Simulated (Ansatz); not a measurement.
Input and command of a calculation in Ansatz (plane waves; scalar-relativistic PAW potentials unless the input names others):

```yaml
crystal:
  lattice:
    - [0.0, 2.3691874296, 2.0138093152]
    - [2.3691874296, 0.0, 2.0138093152]
    - [2.3691874296, 2.3691874296, 0.0]
  atoms:
    - { symbol: Mg, position: [0.0, 0.0, 0.0] }
basis:
  ecutwfc: 420
kpoints:
  mp_grid: { grid: [20, 20, 20] }
hamiltonian:
  xc: lda
  hubbard: { sites: [{ species: Mg, l: p, u_eff: -5.0 }] }
scf:
  occupations: { method: gaussian, width: 0.15 }
  max_iter: 80
output:
  forces: true
  eigenvalues: true
  stress: true
```

```bash
ansatz run input.yaml --threads 1 --pin off --max-ram 1228MiB --backend cpu --events-out ev --progress --plain --runs-dir out
```

Abridged log:
```
Mg: projections on atomic orbitals take those of the free atom [He] 2s2 2p6 3s2, of charge +0.00 (hamiltonian.pseudopotentials.projection_atoms); the dataset's partial waves leave at most 2.0e-8 of an orbital's norm unspanned inside its sphere
Mg: the file doesn't list 3p, so it is added from the neutral free atom; the dataset's partial waves leave at most 1.8e-2 of an orbital's norm unspanned inside its sphere
Pseudopotentials: kind: paw
Pseudopotential: Mg, paw, valence charge 10, recommended cutoff 420 eV (normal)
Functional definition: SPW92
Crystal: 1 atom, lattice volume = 22.607 Å³
Basis set: ecut = 420 eV, 467 PW (Γ)
Bands: 9, of which v1, the nominal top of the filled ones, is band 5 counted from 1 (4 counted from 0)
Symmetry: 16 space group operations
Space group: I4/mmm (ITA 139), of the structure as read, at distance tolerance 2.8e-5 Å
k-points: 641 of 8000
Initial density: superposition of atomic densities (chi_scale 0.1, normalization cell)
Initial wavefunctions: pseudopotential atomic-orbital guess
Functional: x = slater, c = lda
SCF iter   1: F=—  HF=-1905.572003 eV  |F-HF|=—  |Δ(HF+E_count)|=         —  Δρ=1.76e-2  dr2=9.29e-2  ethr=9.21e-4  ⟨swp⟩=1.0  Hψ=49987  notcnv=0
SCF iter   2: F=—  HF=-1904.651377 eV  |F-HF|=—  |Δ(HF+E_count)|=   9.21e-1  Δρ=6.67e-3  dr2=1.35e-2  ethr=9.21e-4  ⟨swp⟩=2.2  Hψ=8448  notcnv=0
SCF iter   3: F=—  HF=-1904.411224 eV  |F-HF|=—  |Δ(HF+E_count)|=   2.40e-1  Δρ=8.78e-4  dr2=1.13e-4  ethr=1.35e-4  ⟨swp⟩=2.1  Hψ=8020  notcnv=0
SCF iter   4: F=—  HF=-1904.411178 eV  |F-HF|=—  |Δ(HF+E_count)|=   4.55e-5  Δρ=2.09e-4  dr2=1.33e-5  ethr=1.13e-6  ⟨swp⟩=2.0  Hψ=8661  notcnv=0
SCF iter   5: F=—  HF=-1904.411177 eV  |F-HF|=—  |Δ(HF+E_count)|=   5.87e-7  Δρ=4.08e-6  dr2=3.08e-9  ethr=1.00e-9  ⟨swp⟩=5.3  Hψ=31141  notcnv=0
SCF iter   6: F=-1904.411177 eV  HF=-1904.411177 eV  |F-HF|=3.87e-11  |Δ(HF+E_count)|=   3.95e-8  Δρ=4.54e-7  dr2=3.56e-11  ethr=3.08e-11  ⟨swp⟩=1.6  Hψ=17359  notcnv=0
the search or the solves at the SCF's close seem to have found levels that the self-consistency loop had missed (the run counts 1). By its estimate they hold under 1e-12 electrons; where the run keeps them, the occupations were computed again with them
SCF 1 converged in 6 iterations: F = -1904.411177 eV  dr2 = 3.56e-11
SCF converged after 6 iterations
Free energy (F): -1904.411177 eV
Harris-Foulkes:  -1904.411177 eV  (|F-HF|=3.87e-11)
Internal energy: -1904.406440 eV  (E = F + TS)
E sigma→0 (E₀):  -1904.408809 eV
Entropy (-TS):   -0.004738 eV (-4.738 meV/atom)
Fermi energy:    4.799696 eV
--- Forces (eV/Å), atoms counted from 1 ---
  atom   1  Mg     0.00000000     0.00000000     0.00000000
--- Stress (GPa, compression-positive) ---
       -3.972935       0.000000       0.000000
        0.000000      -3.972935       0.000000
        0.000000       0.000000      -3.948090
  P = ⅓ Tr σ = -3.9647 GPa (-39.647 kbar)
Occupation matrices written to <dir>
```

Task: Find the fault.

Result: The fault is an enormous or negative U (hamiltonian.hubbard: not typed → {"sites": [{"species": "Mg", "l": "p", "u_eff": -5.0}]}, the first being the value of the sound run). Setting it back cures it. The run converged all the same, with an energy at zero smearing 2.8 eV/atom below the reference's (the Hamiltonian itself differs), pressure -3.96 GPa, largest force 0.000 eV/Å, no gap on the mesh, so convergence alone doesn't show that an input is right. A reference run from the same start on usual settings converged with pressure -1.46 GPa, largest force 0.000 eV/Å, no gap on the mesh.